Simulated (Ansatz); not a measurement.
Ansatz (a quantum-chemistry and plane-wave program) input (MP2/6-311+G**): The .json file is the Basis Set Exchange's 6-311+G**.

Ansatz 0.2 input:
```yaml
crystal:
  periodic: [false, false, false]
  atoms:
    - {symbol: C, position_ang: [0.00598162, -0.74638564, -0.79142779]}
    - {symbol: S, position_ang: [-0.00405660, 0.00755066, 0.86715118]}
    - {symbol: C, position_ang: [0.00148343, 0.73249072, -0.80432606]}
    - {symbol: H, position_ang: [-0.90354333, -1.26373096, -1.06830194]}
    - {symbol: H, position_ang: [0.92121449, -1.25810671, -1.05981456]}
    - {symbol: H, position_ang: [0.91360094, 1.24501043, -1.08164591]}
    - {symbol: H, position_ang: [-0.91115687, 1.23938617, -1.09013329]}
basis:
  gaussian:
    orbitals: 6-311+G__.json
magnetization: {spin_polarized: false}
correlation: {method: mp2, electrons: outside_noble_gas}
```

Output:

```
Functional definition: HF
integrals: 0.05 GiB planned
763 factors; integrals over basis functions are off by at most 1.1e-3 eV
mean field: 0.24 GiB planned
mean field evaluation 1: about -12940.0886 eV, gradient 2.2e1 eV
mean field evaluation 2: about -12940.0931 eV, gradient 2.2e1 eV
mean field evaluation 4: about -12941.4586 eV, gradient 3.2e0 eV
mean field evaluation 8: about -12941.4881 eV, gradient 1.3e-1 eV
mean field -12941.48819833 eV, -475.5909192330 hartree, gradient 5.3e-6 eV, S^2 0.000000; 0 other end points of the search recorded, 0 dependent functions left out
7 core orbitals not correlated
reference -12941.48819833 eV, -475.5909192330 hartree; 9, 9 occupied and 83, 83 virtual orbitals, 763 factors
second order -11.73559978 eV of doubles, -0.00000000 eV of singles
Total energy: -12953.22379811 eV, -476.0221945703 hartree
```

The geometry given is a B3LYP-D3(BJ)/def2-TZVP minimum.
